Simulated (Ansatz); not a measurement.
## Structure relaxation of YSc2Pt2

The calculation used DFT PBE, scalar-relativistic, plane waves, PAW (Ansatz). Cutoff 420 eV, Γ-centred k mesh, Gaussian smearing, no spin polarisation in the final step.

YSc2Pt2 was placed on the sites of a reported Nb2CS2 cell (P-3m1, No. 164), with Y in place of C, Sc in place of Nb, Pt in place of S, at a guessed volume.

```xyz
5
Lattice="3.4834 0.0000 0.0000 -1.7417 3.0167 0.0000 0.0000 0.0000 9.1074" Properties=species:S:1:pos:R:3 pbc="T T T"
Y     0.0000    0.0000    0.0000
Sc    0.0000    2.0111    1.2842
Sc    1.7417    1.0056    7.8233
Pt    0.0000    2.0111    6.0747
Pt    1.7417    1.0056    3.0328
```

Cell and atoms relax at zero pressure; the relaxation can't lower the symmetry of the start. After a coarse first stage the cell is made exact in the group found at 0.06 Å.

Formation energies are uncorrected and refer to the elements' standard structures at the same level.

**Question.** Which crystal results?

**Answer.** It keeps P-3m1 (No. 164), but not the shape of the type it started on. Conventional cell: a = 3.606 Å, c = 11.005 Å. Y has 6 Y at 3.61 Å and 6 Sc at 3.69 Å; Sc has 3 Pt at 2.59 Å; around Pt lie 3 Sc at 2.59 Å and 3 Pt at 2.78 Å.

```
Y Sc Pt
1.0
     3.60605    0.00000    0.00000
    -1.80302    3.12293    0.00000
     0.00000    0.00000   11.00542
Y Sc Pt
1 2 2
Direct
  0.00000 0.00000 0.00000
  0.33333 0.66667 0.27651
  0.66667 0.33333 0.72349
  0.33333 0.66667 0.58381
  0.66667 0.33333 0.41619
```

**Question.** What are its volume, energy, density and gap?

**Answer.** The volume per atom is 24.79 Å³. The density is 7.62 g/cm³. The energy over the elements is -0.44 eV/atom and the gap on the 12×12×4 mesh is 0 eV (a metal).

The final run used a 12×12×4 mesh on its 5-atom cell and 0.10 eV smearing. For metals, differences of a few meV/atom aren't resolved. Spin–orbit coupling is left out. A structure relaxed within its symmetry needn't be a true minimum.

Cost: 3 runs of about 3.1 core-minutes in all, on Arm Neoverse V1 (shared hosts).